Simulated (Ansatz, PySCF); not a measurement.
Noncovalent pair: C2H4 (SMILES C=C) (first 6 atoms) with C2H4 (SMILES C=C); geometry from S22 set.
(charge 0, multiplicity 1):
```xyz
12

C     -0.4719    -0.4719    -1.8591
C      0.4719     0.4719    -1.8591
H     -0.8724    -0.8724    -0.9361
H      0.8724     0.8724    -0.9361
H     -0.8705    -0.8705    -2.7833
H      0.8705     0.8705    -2.7833
C     -0.4719     0.4719     1.8591
C      0.4719    -0.4719     1.8591
H     -0.8724     0.8724     0.9361
H      0.8724    -0.8724     0.9361
H     -0.8705     0.8705     2.7833
H      0.8705    -0.8705     2.7833
```

Monomers are frozen at their geometry in the pair; levels with a basis set take the counterpoise correction. Rows marked so take none.

Rows in 6-31G* carry no dispersion term and start afresh at each structure (6-31G* with six Cartesian d functions).

The values were computed with Ansatz (a quantum-chemistry and plane-wave program) with Gaussian orbitals; PySCF for 6-31G* rows, the dispersion terms. 

Q: One of these levels gives -21.2 meV for the interaction energy. Which one is it?
A. HF/6-31G* (no counterpoise)
B. CAM-B3LYP-D4/def2-TZVPPD
C. B3LYP/6-31G* (no counterpoise)
D. HF/aug-cc-pVDZ

A: C, B3LYP/6-31G* (no counterpoise). The others give 0.9 (HF/6-31G* (no counterpoise)), 36.0 (HF/aug-cc-pVDZ), -61.5 (CAM-B3LYP-D4/def2-TZVPPD)
